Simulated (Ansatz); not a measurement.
FH₄PSi, SMILES `F[SiH2]P`, 7 atoms. The species carries charge 0 and has multiplicity 1. All runs use 2 threads of an Arm Neoverse V1 on a shared host. Correlated methods freeze the cores. Open-shell runs search over several starts.

Problem. Give the basis size and wall time and peak host memory of each of these runs in Ansatz. RKS ωB97M-V/def2-QZVPP energy; UKS PBE0-D4/def2-TZVPP energy of the cation; UHF-CCSD(T)/def2-TZVPP energy of the cation; RKS revPBE-D4/def2-TZVPP energy; RKS PBE-D4/def2-TZVPP energy and forces; UKS ωB97M-V/def2-TZVPP energy of the cation; UHF-MP2/def2-QZVPP energy of the cation; RKS PBE0-D4/def2-QZVPP energy; RKS PBE0-D4/def2-SVP energy; RKS HSE06 (plane-wave form)-D4/def2-TZVPP energy; UKS PBE-D4/def2-TZVPP energy of the cation; RKS r2SCANh-D4/def2-TZVPP energy. (Best estimate.)

Solution. Ansatz gave: Other jobs shared the machine, so times are rough.

```json
{"level": "RKS PBE0-D4/def2-SVP", "job": "energy", "functions": "70", "wall time": "0.95 s", "peak host memory (GiB)": "0.34"}
{"level": "RKS revPBE-D4/def2-TZVPP", "job": "energy", "functions": "171", "wall time": "1.9 s", "peak host memory (GiB)": "0.18"}
{"level": "RKS PBE-D4/def2-TZVPP", "job": "energy and forces", "functions": "171", "wall time": "2.2 s", "peak host memory (GiB)": "0.18"}
{"level": "RKS HSE06 (plane-wave form)-D4/def2-TZVPP", "job": "energy", "functions": "171", "wall time": "2.8 s", "peak host memory (GiB)": "0.35"}
{"level": "RKS r2SCANh-D4/def2-TZVPP", "job": "energy", "functions": "171", "wall time": "4.7 s", "peak host memory (GiB)": "0.35"}
{"level": "UKS PBE-D4/def2-TZVPP", "job": "energy of the cation", "functions": "171", "wall time": "5.5 s", "peak host memory (GiB)": "0.34"}
{"level": "RKS PBE0-D4/def2-QZVPP", "job": "energy", "functions": "317", "wall time": "6 s", "peak host memory (GiB)": "0.74"}
{"level": "UKS PBE0-D4/def2-TZVPP", "job": "energy of the cation", "functions": "171", "wall time": "6.5 s", "peak host memory (GiB)": "0.41"}
{"level": "RKS ωB97M-V/def2-QZVPP", "job": "energy", "functions": "317", "wall time": "17 s", "peak host memory (GiB)": "0.89"}
{"level": "UKS ωB97M-V/def2-TZVPP", "job": "energy of the cation", "functions": "171", "wall time": "19 s", "peak host memory (GiB)": "0.59"}
{"level": "UHF-MP2/def2-QZVPP", "job": "energy of the cation", "functions": "317", "wall time": "27 s", "peak host memory (GiB)": "1.1"}
{"level": "UHF-CCSD(T)/def2-TZVPP", "job": "energy of the cation", "functions": "171", "wall time": "2.1 min", "peak host memory (GiB)": "3.3"}
```
